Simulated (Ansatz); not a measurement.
Litharge SnO, treated with r²SCAN-D4 in Ansatz (plane waves, PAW).

Run with plane-wave cutoff 500 eV, 10×10×8 k mesh (along the axes of the cell as run), Fermi–Dirac smearing 0.05 eV, scalar-relativistic PAW data made under PBE.

Computed at the level's own relaxed cell.

**Question.** Predict the equilibrium volume per atom, lattice parameter a and c axis length.

**Answer.** 
- equilibrium volume per atom = 17.35 Å³/atom
- lattice parameter a = 3.798 Å
- c axis length = 4.810 Å

Measured, for comparison: lattice constant a 3.801 Å, lattice parameter c 4.835 Å (temperature not stated, not corrected to a static lattice; as tabulated in Electronic properties of the Sn1−xPbxO alloy and band alignment of the SnO/PbO …). Computed (rounded) less measured: lattice constant a -0.1 %, lattice parameter c -0.5 %. A static lattice is as a rule a little smaller and stiffer than an uncorrected measurement, which narrows the difference in the lattice parameter c and would widen misses of the other sign.

Spin–orbit coupling is not included.

The computed numbers hold no vibrational or temperature effects.

The result took very roughly 110 core-seconds.

Ansatz is a quantum-chemistry and plane-wave program.
